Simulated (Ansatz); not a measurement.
Born–Oppenheimer molecular dynamics of C₄H₆O₂ (12 atoms, charge 0, multiplicity 1). It starts at the highest image of a converged band. Of that band: The profile has 2 maxima (images 2, 6) with wells between them (image 4): this band takes more than one step, which may be the mechanism or a detour left from its start path. Neighbouring images differ by up to 2.8 eV, so the band resolves the path poorly. A vibrational analysis at the climbing image gives one clearly imaginary mode, 2151i cm⁻¹: a first-order saddle point.

All numbers below come from Ansatz 0.2.0, RKS PBE0-D4/def2-SVP.

```json
{"ensemble": "NVE (velocity Verlet)", "time step": "0.5 fs", "steps asked": "200", "starting velocities drawn for": "100 K", "seed": "6673"}
```

First frame:

```xyz
12
Properties=species:S:1:pos:R:3
C 0.341 -1.533 0.975
C 0.460 -0.335 0.232
O 1.476 0.326 0.649
C -0.348 0.201 -0.900
C -0.738 1.654 -0.670
O -1.815 2.092 -0.958
H -0.173 -2.421 0.596
H 0.146 -1.326 2.038
H 1.611 -0.815 1.208
H 0.292 0.209 -1.802
H -1.245 -0.393 -1.108
H 0.067 2.286 -0.224
```

Task: How far do the bonds stretch over the last three quarters of this one trajectory? (Pairs bonded in most of those frames.)

Result: 
```
  bond  mean (Å)  spread (Å)  shortest  longest
 C1–C2     1.554       0.107      1.37     1.68
 C1–H7     1.114       0.032      1.05     1.17
 C1–H8     1.112       0.032      1.05     1.18
 C1–H9     1.160       0.133      0.94     1.35
 C2–O3     1.213       0.032      1.14     1.27
 C2–C4     1.564       0.091      1.37     1.71
 C4–C5     1.546       0.072      1.43     1.68
C4–H10     1.109       0.008      1.10     1.13
C4–H11     1.108       0.018      1.07     1.15
 C5–O6     1.202       0.008      1.19     1.22
C5–H12     1.119       0.005      1.11     1.13
```

Mean temperature of the second half: 1109 K. The conserved energy stayed within 0.97 meV per atom of its start (net change -0.3 meV per atom), so the integration is sound. The kinetic energy rose, since the run started high on the potential surface and went downhill. A run of 0.1 ps of so small a system gives no equilibrium averages. The orbitals stay closed-shell, which can raise the energy where a bond breaks towards radicals; this wasn't checked here.

The run took 7.4 min on 2 threads of Intel(R) Xeon(R) Platinum 8488C (Sapphire Rapids), on a shared host, peak memory 0.28 GiB.
